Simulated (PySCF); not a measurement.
```yaml
atoms:
  - { symbol: C, position_ang: [0.0000, 0.0000, -0.4626] }
  - { symbol: C, position_ang: [0.0000, 0.0000, 0.7172] }
  - { symbol: H, position_ang: [0.0000, 0.0000, -1.5272] }
```

Basis set: cc-pVTZ (spherical functions). Left uncorrelated: 2 orbitals. Charge -1, multiplicity 1.

Starred EOM-CCSD(T)(a) on the restricted Hartree–Fock determinant with PySCF 2.14.0; the energies are vertical.

(1) The solver was asked for the few lowest roots only. Give the ionization energies of singlet C₂H(-) among them whose weight of singles is over 0.7.

Answers

(1)

| root | energy (eV) | weight of singles |
| --- | --- | --- |
| 1 | 2.45 | 0.93 |
| 2 | 3.33 | 0.96 |
| 3 | 3.33 | 0.96 |

Higher main lines weren't sought. Caution: no diffuse functions for an anion.
